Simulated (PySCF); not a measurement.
## Bond curve of LiH

Set-up: PySCF, no relativity, basis sets Li aug-cc-pVDZ, H aug-cc-pVDZ. Energies in eV from Li + H in their ground configurations at the same level. State: ¹Σ⁺ (singlet), closed shell.

All columns are r²SCAN. A positive dipole means Li(−)H(+).

| R (Å) | E (eV) | μ (D) | Mulliken charge on Li (basis-dependent) | HOMO (eV) | LUMO (eV) | Mayer bond order | ⟨S²⟩ |
| --- | --- | --- | --- | --- | --- | --- | --- |
| 1.385 | -2.133 | -5.48 | -0.13 | -4.63 | -0.18 | 1.01 | 0.00 |
| 1.449 | -2.245 | -5.59 | -0.05 | -4.60 | -0.26 | 1.02 | 0.00 |
| 1.513 | -2.313 | -5.71 | 0.01 | -4.56 | -0.34 | 1.03 | 0.00 |
| 1.562 | -2.340 | -5.80 | 0.05 | -4.53 | -0.41 | 1.02 | 0.00 |
| 1.610 | -2.349 | -5.89 | 0.09 | -4.50 | -0.48 | 1.02 | 0.00 |
| 1.658 | -2.344 | -5.99 | 0.12 | -4.47 | -0.55 | 1.01 | 0.00 |
| 1.723 | -2.319 | -6.12 | 0.16 | -4.43 | -0.64 | 1.00 | 0.00 |
| 1.803 | -2.263 | -6.29 | 0.20 | -4.37 | -0.76 | 0.98 | 0.00 |
| 1.900 | -2.170 | -6.50 | 0.24 | -4.31 | -0.91 | 0.96 | 0.00 |
| 2.029 | -2.015 | -6.78 | 0.29 | -4.22 | -1.11 | 0.93 | 0.00 |

A fit through these points gives, at Re = 1.616 Å, μ = -5.90 D and dμ/dR = -1.97 D/Å; the reduced mass is 0.8812 u.

Q: How strong is the fundamental in the double-harmonic approximation, I = 42.26·(dμ/dR)²/μred km/mol?

A: I = 42.26·(-1.97)²/0.8812 = 186 km/mol at r²SCAN.
